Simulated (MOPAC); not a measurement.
MOPAC input (PM6):

```
PM6 1SCF CHARGE=-1 GEO-OK AUX(PRECISION=9) THREADS=1
H2P

P     0.00516854 1   -0.00153424 1    0.11648047 1
H    -0.05009241 1    1.03292111 1   -0.85964720 1
H    -0.02743573 1   -1.00990756 1   -0.88755990 1
```

**Question.** What heat of formation does the run end on, and which ionisation energy by Koopmans theorem?

**Answer.** 19.83 kcal/mol; 0.71 eV.
